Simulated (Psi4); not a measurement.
Psi4 input (wB97X-D/6-31G*):

```
memory 1500 MB

molecule {
0 2
C     0.15843431   -0.00360145    0.66878908
Cl   -0.06875929    1.47284799   -0.15074332
Cl   -0.03583858   -1.47140540   -0.17439705
H     0.82755792   -0.00291530    1.51465181
symmetry c1
no_reorient
no_com
}

set {
  basis 6-31G*
  reference uks
  scf_type pk
  dft_radial_points 99
  dft_spherical_points 590
  e_convergence 1e-8
  d_convergence 1e-7
  maxiter 150
}

e = energy('wb97x-d')
print_out(f'\nFINAL {e:.10f} DIPOLE {variable("CURRENT DIPOLE")[0]:.6f} {variable("CURRENT DIPOLE")[1]:.6f} {variable("CURRENT DIPOLE")[2]:.6f}\n')
```

Output:

```
   => Loading Basis Set <=

    Name: 6-31G*
    Role: ORBITAL
    Keyword: BASIS
    atoms 1   entry C          line   111 file 6-31gs.gbs
    atoms 2-3 entry CL         line   340 file 6-31gs.gbs
    atoms 4   entry H          line    44 file 6-31gs.gbs

   => WB97X-D: Empirical Dispersion <=

    Chai and Head-Gordon Dispersion Correction
    Chai, J.-D.; Head-Gordon, M. (2010), J. Chem. Phys., 132: 6615-6620

        s6 =       1.000000

         ---------------------------------------------------------
                                   SCF
               by Justin Turney, Rob Parrish, Andy Simmonett
                          and Daniel G. A. Smith
                              UKS Reference
         ---------------------------------------------------------

  ==> Geometry <==

    Molecular point group: c1
    Full point group: C1

    Geometry (in Angstrom), charge = 0, multiplicity = 2:

       Center              X                  Y                   Z               Mass
    ------------   -----------------  -----------------  -----------------  -----------------
         C            0.158434310000    -0.003601450000     0.668789080000    12.000000000000
         CL          -0.068759290000     1.472847990000    -0.150743320000    34.968852682000
         CL          -0.035838580000    -1.471405400000    -0.174397050000    34.968852682000
         H            0.827557920000    -0.002915300000     1.514651810000     1.007825032230

  Running in c1 symmetry.

  Rotational constants: A =      1.57389  B =      0.11110  C =      0.10395 [cm^-1]
  Rotational constants: A =  47184.15845  B =   3330.68329  C =   3116.43237 [MHz]
  Nuclear repulsion =  125.738903061951660

  Charge       = 0
  Multiplicity = 2
  Electrons    = 41
  Nalpha       = 21
  Nbeta        = 20

  ==> Algorithm <==

  SCF Algorithm Type is PK.
  DIIS enabled.
  MOM disabled.
  Fractional occupation disabled.
  Guess Type is SAD.
  Energy threshold   = 1.00e-08
  Density threshold  = 1.00e-07
  Integral threshold = 1.00e-12

  ==> Primary Basis <==

  Basis Set: 6-31G*
    Blend: 6-31G*
    Number of shells: 24
    Number of basis functions: 55
    Number of Cartesian functions: 55
    Spherical Harmonics?: false
    Max angular momentum: 2

  ==> DFT Potential <==

   => LibXC <=

    Version 7.1.2
    S. Lehtola, C. Steigemann, M. J. T. Oliveira, and M. A. L. Marques,  SoftwareX 7, 1–5 (2018) (10.1016/j.softx.2017.11.002)

   => Composite Functional: WB97X-D <=

    wB97X-D Hyb-GGA Exchange-Correlation Functional

    J.-D. Chai and M. Head-Gordon,  Phys. Chem. Chem. Phys. 10, 6615–6620 (2008) (10.1039/B810189B)

    Deriv               =              1
    GGA                 =           TRUE
    Meta                =          FALSE

    Exchange Hybrid     =           TRUE
    MP2 Hybrid          =          FALSE

   => Exchange-Correlation Functionals <=

    1.0000   wB97X-D range-separated functional

   => Exact (HF) Exchange <=

    0.7780            HF,LR [omega = 0.2000]
    0.2220               HF

   => LibXC Density Thresholds  <==

    XC_HYB_GGA_XC_WB97X_D:  1.00E-14

   => Molecular Quadrature <=

    Radial Scheme          =       TREUTLER
    Pruning Scheme         =           NONE
    Nuclear Scheme         =       TREUTLER

    Blocking Scheme        =         OCTREE
    BS radius alpha        =              1
    Pruning alpha          =              1
    Radial Points          =             99
    Spherical Points       =            590
    Total Points           =         215402
    Total Blocks           =           1628
    Max Points             =            256
    Max Functions          =             54
    Weights Tolerance      =       1.00E-15

  ==> Integral Setup <==

  Using in-core PK algorithm.
   Calculation information:
      Number of atoms:                   4
      Number of AO shells:              24
      Number of primitives:             73
      Number of atomic orbitals:        55
      Number of basis functions:        55

      Integral cutoff                 1.00e-12
      Number of threads:                 1

  Performing in-core PK
  Using 3559710 doubles for integral storage.
  We computed 41730 shell quartets total.
  Whereas there are 45150 unique shell quartets.

  Computing range-separated integrals for PK
  We computed 41730 wK shell quartets total.
  Whereas there are 45150 wK unique shell quartets.

  ==> DiskJK: Disk-Based J/K Matrices <==

    J tasked:                  Yes
    K tasked:                  Yes
    wK tasked:                 Yes
    Omega:               2.000E-01
    Schwarz Cutoff:          1E-12


  Cached 100.0% of DFT collocation blocks in 0.287 [GiB].

  Minimum eigenvalue in the overlap matrix is 1.7164091306E-02.
  Reciprocal condition number of the overlap matrix is 3.1401136118E-03.
    Using symmetric orthogonalization.

  ==> Pre-Iterations <==

  SCF Guess: Superposition of Atomic Densities via on-the-fly atomic UHF (no occupation information).

   -------------------------
    Irrep   Nso     Nmo
   -------------------------
     A         55      55
   -------------------------
    Total      55      55
   -------------------------

  ==> Iterations <==

                        Total Energy        Delta E     RMS |[F,P]|

   @UKS iter SAD:  -958.82348412213355   -9.58823e+02   0.00000e+00
   @UKS iter   1:  -958.96791583489198   -1.44432e-01   2.90706e-03 DIIS/ADIIS
   @UKS iter   2:  -958.98367543448228   -1.57596e-02   8.86022e-04 DIIS/ADIIS
   @UKS iter   3:  -958.98529439207744   -1.61896e-03   2.62875e-04 DIIS/ADIIS
   @UKS iter   4:  -958.98563671515990   -3.42323e-04   1.30990e-04 DIIS/ADIIS
   @UKS iter   5:  -958.98570212099253   -6.54058e-05   6.90123e-05 DIIS
   @UKS iter   6:  -958.98572151112774   -1.93901e-05   1.83200e-05 DIIS
   @UKS iter   7:  -958.98572341233739   -1.90121e-06   4.11412e-06 DIIS
   @UKS iter   8:  -958.98572348387620   -7.15388e-08   1.20357e-06 DIIS
   @UKS iter   9:  -958.98572349435437   -1.04782e-08   4.29762e-07 DIIS
   @UKS iter  10:  -958.98572349570986   -1.35549e-09   1.36400e-07 DIIS
   @UKS iter  11:  -958.98572349585970   -1.49839e-10   3.90015e-08 DIIS
  Energy and wave function converged.

  ==> Post-Iterations <==

   Electrons on quadrature grid:
      Nalpha   =   21.0000000391 ; deviation = 3.911e-08
      Nbeta    =   19.9999999735 ; deviation = -2.649e-08
      Ntotal   =   41.0000000126 ; deviation = 1.262e-08

   @Spin Contamination Metric:   4.699014936E-03
   @S^2 Expected:                7.500000000E-01
   @S^2 Observed:                7.546990149E-01
   @S   Expected:                5.000000000E-01
   @S   Observed:                5.000000000E-01

    Orbital Energies [Eh]
    ---------------------

    Alpha Occupied:

       1A   -101.744196     2A   -101.744194     3A    -10.420254
       4A     -9.616161     5A     -9.616148     6A     -7.364391
       7A     -7.364372     8A     -7.356306     9A     -7.356295
      10A     -7.354450    11A     -7.354450    12A     -1.030607
      13A     -0.953066    14A     -0.743418    15A     -0.584266
      16A     -0.555256    17A     -0.510789    18A     -0.431822
      19A     -0.423136    20A     -0.411949    21A     -0.299626

    Alpha Virtual:

      22A      0.071983    23A      0.144860    24A      0.205402
      25A      0.383974    26A      0.461880    27A      0.497759
      28A      0.499015    29A      0.500114    30A      0.519600
      31A      0.553001    32A      0.572513    33A      0.605581
      34A      0.624801    35A      0.722104    36A      0.840185
      37A      0.905033    38A      0.914172    39A      0.931313
      40A      0.931318    41A      0.938379    42A      0.966138
      43A      1.044740    44A      1.062392    45A      1.149744
      46A      1.178800    47A      1.211071    48A      1.778367
      49A      1.831264    50A      2.098330    51A      2.239098
      52A      2.252742    53A      4.037058    54A      4.348904
      55A      4.396994

    Beta Occupied:

       1A   -101.743545     2A   -101.743543     3A    -10.408341
       4A     -9.615434     5A     -9.615418     6A     -7.364446
       7A     -7.364427     8A     -7.353993     9A     -7.353992
      10A     -7.353540    11A     -7.353528    12A     -1.016568
      13A     -0.947787    14A     -0.715328    15A     -0.573312
      16A     -0.545743    17A     -0.472444    18A     -0.420710
      19A     -0.415514    20A     -0.409801

    Beta Virtual:

      21A     -0.006617    22A      0.091211    23A      0.160252
      24A      0.214771    25A      0.385354    26A      0.463185
      27A      0.501263    28A      0.502203    29A      0.504895
      30A      0.520823    31A      0.555892    32A      0.573678
      33A      0.613396    34A      0.679872    35A      0.731594
      36A      0.853321    37A      0.913668    38A      0.921594
      39A      0.937284    40A      0.943850    41A      0.945787
      42A      0.975857    43A      1.046671    44A      1.078158
      45A      1.165418    46A      1.186083    47A      1.216553
      48A      1.831563    49A      1.887813    50A      2.165503
      51A      2.257021    52A      2.274348    53A      4.070050
      54A      4.353243    55A      4.412658

    Final Occupation by Irrep:
              A
    DOCC [    20 ]
    SOCC [     1 ]
    NA   [    21 ]
    NB   [    20 ]

  @UKS Final Energy:  -958.98572349585970

   => Energetics <=

    Nuclear Repulsion Energy =            125.7389030619516603
    One-Electron Energy =               -1572.2909577787900162
    Two-Electron Energy =                 532.8527213036220473
    DFT Exchange-Correlation Energy =     -45.2860776521764024
    Empirical Dispersion Energy =          -0.0003124304671774
    VV10 Nonlocal Energy =                  0.0000000000000000
    Total Energy =                       -958.9857234958597019

  UHF NO Occupations:
  HONO-2 :   19  A 1.9994559
  HONO-1 :   20  A 1.9989831
  HONO-0 :   21  A 1.0000000
  LUNO+0 :   22  A 0.0010169
  LUNO+1 :   23  A 0.0005441
  LUNO+2 :   24  A 0.0003801
  LUNO+3 :   25  A 0.0003079

Computation Completed

Properties will be evaluated at   0.000000,   0.000000,   0.000000 [a0]

Properties computed using the SCF density matrix

 Multipole Moments:

 ------------------------------------------------------------------------------------
     Multipole            Electronic (a.u.)      Nuclear  (a.u.)        Total (a.u.)
 ------------------------------------------------------------------------------------

 L = 1.  Multiply by 2.5417464519 to convert [e a0] to [Debye]
 Dipole X            :          0.2795101           -0.0000000            0.2795100
 Dipole Y            :          0.0005478            0.0000001            0.0005478
 Dipole Z            :          0.3208235            0.0000000            0.3208235
 Magnitude           :                                                    0.4255042

 ------------------------------------------------------------------------------------

FINAL -958.9857234959 DIPOLE 0.279510 0.000548 0.320823

*** Psi4 exiting successfully. Buy a developer a beer!
```

The geometry given is a B3LYP-D3(BJ)/def2-TZVP minimum.
